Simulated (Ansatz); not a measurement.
System: rock-salt MgS. Method: HSE06 in Ansatz (plane waves, PAW).

Run with plane-wave cutoff 460 eV, 8×8×8 k mesh, Fermi–Dirac smearing 0.01 eV, scalar-relativistic PAW data made under PBE.

Computed points:

```json
[
 {"V (Å³/atom)": "16.640", "E − E_lowest (meV/atom)": "11.89"},
 {"V (Å³/atom)": "17.077", "E − E_lowest (meV/atom)": "2.83"},
 {"V (Å³/atom)": "17.480", "E − E_lowest (meV/atom)": "0.00"},
 {"V (Å³/atom)": "17.953", "E − E_lowest (meV/atom)": "2.61"},
 {"V (Å³/atom)": "18.391", "E − E_lowest (meV/atom)": "10.08"}
]
```

Q: What bulk modulus B0 and pressure derivative B′ does a third-order Birch–Murnaghan fit give?

A: V0 = 17.515 Å³/atom, B0 = 80.1 GPa, B′ = 4.0 (fit to the energies at full precision).

Measured, for comparison: bulk modulus 81 GPa, equilibrium volume per atom 17.45 Å³/atom (corrected for zero-point motion; as tabulated in Goldzak et al. (2022), arXiv:2208.04865). Computed less measured: bulk modulus -1.1 %, equilibrium volume per atom +0.3 %.

The computed numbers hold no vibrational or temperature effects.

The result took roughly 6 core-minutes.

Ansatz is a quantum-chemistry and plane-wave program.
